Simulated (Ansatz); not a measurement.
This Ansatz (a first-principles code) input (CCSD(T)/def2-TZVPP) gives -330.03710 Eh with 143 basis functions. A basis named .json is the Basis Set Exchange file of that set (core-valence sets with the plain set on hydrogen).

Ansatz 0.2 input:
```yaml
crystal:
  periodic: [false, false, false]
  atoms:
    - {symbol: C, position_ang: [-0.00084066, 0.06417934, -1.20111192]}
    - {symbol: Si, position_ang: [0.00020234, 0.04776781, 0.68085373]}
    - {symbol: H, position_ang: [0.00228281, -0.95744935, -1.59188620]}
    - {symbol: H, position_ang: [-0.88652208, 0.57124442, -1.58638550]}
    - {symbol: H, position_ang: [0.88111184, 0.57700419, -1.58731491]}
    - {symbol: H, position_ang: [-1.21072394, -0.62626610, 1.22079099]}
    - {symbol: H, position_ang: [1.21606260, -0.61835849, 1.21951500]}
basis:
  gaussian:
    orbitals: def2-TZVPP
magnetization: {spin_polarized: true, initial_magnetization: 1}
correlation: {method: ccsd_t, electrons: outside_noble_gas}
```

Change:
```diff
- orbitals: def2-TZVPP
+ orbitals: def2-TZVPPD.json
```

**Question.** What does the run give now?

**Answer.** -330.03858 Eh (CCSD(T)/def2-TZVPPD, 170 functions), a change of -1.48 mEh.
